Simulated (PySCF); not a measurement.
allene (C₃H₄), SMILES C=C=C.

Geometry optimised at PBE-D3(BJ)/def2-TZVP.

Method: PBE-D3(BJ)/def2-TZVP (PySCF 2.14.0).

No scaling factor is applied to the harmonic values.

Modes within 1.5 cm⁻¹ of each other (mostly degenerate sets) share a row, with their intensities summed.

```tsv
mode	ν (cm⁻¹)	IR (km/mol)	moving atoms (share of kinetic energy)
1–2	360	13.9	C 65 %, H 35 %
3–4	820	114.2	H 75 %, C 25 %
5	859	0.0	H 100 %
6–7	976	0.8	H 62 %, C 38 %
8	1087	0.0	C 62 %, H 38 %
9	1371	5.9	H 93 %
10	1428	0.0	H 67 %, C 33 %
11	2001	80.9	C 98 %
12	3059	1.5	H 95 %
13	3063	0.0	H 95 %
14–15	3133	1.0	H 90 %, C 10 %
```
